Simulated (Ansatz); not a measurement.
**BH₄⁺, singlet: reading a ladder of total energies**

Geometry: that of the BH4, doublet, kept fixed.

```xyz
5

B     0.0000    0.0000    0.0000
H     0.4147    0.8125    0.8107
H    -0.4243   -0.8077    0.8105
H    -0.4128    0.8086   -0.8154
H     0.4225   -0.8134   -0.8057
```

Basis 6-31G; Ansatz 0.2.0. Correlated methods freeze the noble-gas cores, which leaves 6 electrons in 16 orbitals. Prefix R: restricted or restricted open-shell reference.

Full CI is exact within this basis and frozen core; it isn't the basis-set limit.

Runs differ by some tens of microhartree through their thresholds, so steps under 0.03 kcal/mol mean nothing.

```tsv
level	total energy (hartree)
RHF	-26.463343
RMP2	-26.537726
RCCSD	-26.567602
RCCSD(T)	-26.569536
RCCSDT	-26.570121
RCCSDT(Q)	-26.570287
RCCSDTQ	-26.570340
full CI	-26.570344
```

What is the correlation energy at full CI, and what share of it do RMP2 and RCCSD(T) recover?

E(corr) = -26.570344 − (-26.463343) = -0.107001 hartree = -2.912 eV. RMP2: -0.074383 / -0.107001 = 69.52 %. RCCSD(T): -0.106193 / -0.107001 = 99.24 %.

By how many kcal/mol does RCCSD(T) miss full CI (1 hartree = 627.509 kcal/mol), and which steps make up the rest?

-26.569536 − (-26.570344) = 0.000808 hartree = 0.51 kcal/mol. Steps: RCCSDT − RCCSD(T) = -0.37, RCCSDT(Q) − RCCSDT = -0.10, RCCSDTQ − RCCSDT(Q) = -0.03, full CI − RCCSDTQ = 0.00 kcal/mol. That is within 1 kcal/mol of the reference in this basis, which itself misses far more of the correlation at the basis-set limit.
